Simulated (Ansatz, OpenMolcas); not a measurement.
**C3H4F2 (SMILES F/C=C\CF): methods side by side**

C3H4F2: 9 atoms, total charge 0, spin state singlet. SMILES: `F/C=C\CF`. The coordinates come from a PBE0-D4/def2-TZVP relaxation. This is one conformer, not always the lowest.

```
atom    x (Å)    y (Å)    z (Å)
   F  -1.7713   0.6962  -0.7642
   C  -0.7568  -0.0838  -1.1488
   C   0.2699  -0.3554  -0.3643
   C   0.4395   0.1552   1.0194
   F   1.6566   0.8114   1.1337
   H  -0.8889  -0.4587  -2.1569
   H   1.0424  -1.0013  -0.7656
   H   0.4498  -0.6667   1.7427
   H  -0.3526   0.8568   1.2869
```

Each level gives the energy change with the F1–C2 bond stretched from 1.336 to 2.405 Å (eV). The values are calculated.

```
                                             level                    kind     program  value (eV)  CPU time (all runs)
    HF/6-31G* (spherical functions) (unrestricted)            Hartree–Fock  OpenMolcas        3.36                 25 s
   SVWN5/6-31G* (spherical functions) (restricted)                     LDA      Ansatz        4.78                6.4 s
  r2SCAN/6-31G* (spherical functions) (restricted)                meta-GGA  OpenMolcas        4.51                 92 s
   B3LYP/6-31G* (Cartesian functions) (restricted)           global hybrid  OpenMolcas        4.58                 78 s
   HSE06/6-31G* (spherical functions) (restricted)  range-separated hybrid      Ansatz        4.87                 14 s
   wB97X/6-31G* (spherical functions) (restricted)  range-separated hybrid      Ansatz        5.01                 50 s
PBE-QIDH/6-31G* (spherical functions) (restricted)           double hybrid      Ansatz        5.05                 19 s
 RPA@PBE/6-31G* (spherical functions) (restricted)                     RPA      Ansatz        3.83                 25 s
     MP2/6-31G* (spherical functions) (restricted)     perturbation theory      Ansatz        4.78                6.6 s
```

The first shape isn't each level's own minimum. The values span 3.36 to 5.05 eV. Spin contamination of the reference (⟨S²⟩ at least 0.1 too high) touches HF/6-31G* (up to 1.15 too high). CPU times are rough (shared hosts, several kinds of processor and program).
